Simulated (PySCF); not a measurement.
N-ethylpropylamine, C5H13N.
Atom-mapped SMILES: `[CH3:1][CH2:2][CH2:3][NH:4][CH2:5][CH3:6]` (hydrogens: H7, H8, H9 on C1; H10, H11 on C2; H12, H13 on C3; H14 on N4; H15, H16 on C5; H17, H18, H19 on C6)

Method: PySCF 2.14.0, PBE0-D3(BJ)/def2-SVP geometry optimisation, gas phase; density fitting, grid level 2; the optimiser is geomeTRIC in internal coordinates, started from a GFN2-xTB structure.

Geometry at step 1:
```
atom  x, y, z in Å
C1     -2.2360    1.0597   -0.4659
C2     -1.8885   -0.4064   -0.2807
C3     -0.4619   -0.7487   -0.6836
N4      0.5049   -0.0348    0.1153
C5      1.8825   -0.2668   -0.2432
C6      2.8261    0.5024    0.6567
H7     -3.2446    1.2926   -0.0903
H8     -2.2024    1.3402   -1.5324
H9     -1.5087    1.6941    0.0628
H10    -2.0338   -0.6960    0.7789
H11    -2.5818   -1.0421   -0.8597
H12    -0.3063   -0.4622   -1.7424
H13    -0.3196   -1.8548   -0.6478
H14     0.3643   -0.2598    1.0998
H15     2.0224    0.0605   -1.2909
H16     2.1552   -1.3502   -0.2322
H17     3.8763    0.3589    0.3592
H18     2.7314    0.1719    1.7058
H19     2.5951    1.5786    0.6228
```

Question: What forces act on the atoms?

Answer: 
| atom | Fx (eV/Å) | Fy (eV/Å) | Fz (eV/Å) |
| --- | --- | --- | --- |
| C1 | 0.015 | 0.084 | -0.032 |
| C2 | -0.052 | -0.106 | 0.073 |
| C3 | 0.032 | -0.025 | -0.121 |
| N4 | -0.025 | 0.013 | 0.070 |
| C5 | 0.030 | -0.098 | -0.123 |
| C6 | 0.024 | 0.062 | 0.077 |
| H7 | 0.017 | -0.011 | -0.008 |
| H8 | 0.001 | -0.002 | 0.039 |
| H9 | -0.023 | -0.007 | -0.011 |
| H10 | -0.006 | 0.013 | -0.064 |
| H11 | 0.040 | 0.021 | 0.033 |
| H12 | -0.001 | -0.022 | 0.062 |
| H13 | -0.016 | 0.040 | 0.001 |
| H14 | 0.003 | 0.019 | -0.014 |
| H15 | -0.012 | -0.017 | 0.051 |
| H16 | -0.014 | 0.058 | -0.002 |
| H17 | -0.034 | -0.009 | -0.004 |
| H18 | 0.011 | 0.015 | -0.037 |
| H19 | 0.012 | -0.026 | 0.009 |

The largest, 0.16 eV/Å, acts on C5; the rms over all components is 0.044 eV/Å. The forces sum to zero within rounding, as they must for an isolated molecule in no field.

Question: Give the force on C5 in Eh/bohr and in nN.

Answer: 0.160 eV/Å ÷ 51.422 = 0.00311 Eh/bohr, and 0.160 eV/Å × 1.602 = 0.26 nN.

Question: How far is this geometry from the end of the optimisation?

Answer: 0.001 eV above it, and 0.006 Å rms away after alignment. The bonds farthest from their final lengths, with half the difference of the two atoms' forces along the bond (positive lengthens):

| bond | now (Å) | final (Å) | force along bond (eV/Å) |
| --- | --- | --- | --- |
| C3–H12 | 1.108 | 1.106 | -0.09 |
| C2–H10 | 1.108 | 1.106 | -0.08 |
| C5–H16 | 1.117 | 1.115 | -0.08 |
| C1–C2 | 1.518 | 1.520 | +0.09 |
| C5–C6 | 1.514 | 1.516 | +0.10 |
| C5–H15 | 1.106 | 1.105 | -0.07 |

The cost below is that of the whole optimisation. The run took 18 s wall on an AMD EPYC 9R45 with one thread (shared host), and the process peaked at 0.73 GiB of memory.
